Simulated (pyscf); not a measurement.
Optimised with ωB97X-D3(BJ)/def2-SVP in PySCF.

Estimate the classical barrier height and the reaction energy of F–Ti(F)(F)–F + H₂O → HF + HO–Ti(F)(F)–F at ωB97M-D3(BJ)/def2-TZVP. The step runs on the singlet surface, breaks F–Ti, H–O and forms F–H, O–Ti; take the separated reactants as zero.

ΔE‡ = 0.39 eV, ΔE = +0.42 eV. Zero-point energy shifts the barrier by -0.01 eV. It is a four-centre exchange, with an imaginary mode of 710i cm⁻¹. On the reactant side the descent ends in an adduct with a O–Ti contact (not fully relaxed), 0.63 eV under the separated species and 0.97 eV under the saddle at ωB97X-D3(BJ)/def2-TZVP. On the product side the descent ends in an adduct with a F–Ti contact, 0.30 eV under the separated species and 0.23 eV under the saddle at ωB97X-D3(BJ)/def2-TZVP. At ωB97M-D3(BJ) the saddle lies under the separated products, which points to a path from their complex (located at ωB97X-D3(BJ) alone), and parting the products costs more than the saddle. What is counted as formed (O–Ti) is already present as a longer contact in the reactant adduct; forming that adduct is a step of its own. What is counted as broken (F–Ti) persists as a longer contact in the product adduct; parting that adduct is a step of its own. One saddle was located; it need not be the lowest between these sides.
